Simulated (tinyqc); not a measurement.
Orbital energy against energy difference: ionisation energy by orbital energies and by energy differences in the cc-pvdz basis, for BH3, spin multiplicity 1. Computed by the program tinyqc with PySCF. The cation is unrestricted; errors are against CCSD(T) in this basis, not against experiment.

Geometry (angstrom):
```
atom        x        y       z
B      0.0000   0.0000  0.0060
H      1.1080   0.0000  0.0000
H     -0.5540   0.9600  0.0000
H     -0.5540  -0.9600  0.0000
```

CCSD(T) difference in the same basis = 13.4973 eV

IP-EOM-CCSD = 13.4940 eV

First vertical ionisation energy (eV):
```
method     -e(HOMO)  E(cation) - E  error of -e(HOMO)  error of the difference
HF          13.8852      12.768227             0.3879                  -0.7291
LDA          8.5424      13.310465            -4.9550                  -0.1869
PBE          8.5511      13.213541            -4.9463                  -0.2838
B3LYP        9.8587      13.457525            -3.6387                  -0.0398
PBE0        10.0812      13.376023            -3.4161                  -0.1213
CAM-B3LYP   11.6031      13.502651            -1.8943                   0.0053
LC-wPBE     13.0945      13.559848            -0.4029                   0.0625
```

What does the comparison show, and why?

Koopmans errs by +0.39 eV and Delta-HF by -0.73 eV: relaxation, 1.12 eV, lowers the value and the missing correlation difference works against it. The PBE level is off by -4.9 eV through the wrong tail of its potential, though its energy difference is off by -0.28 eV; exact exchange deepens the level, and among the orbital energies HF comes closest; among the differences CAM-B3LYP does.
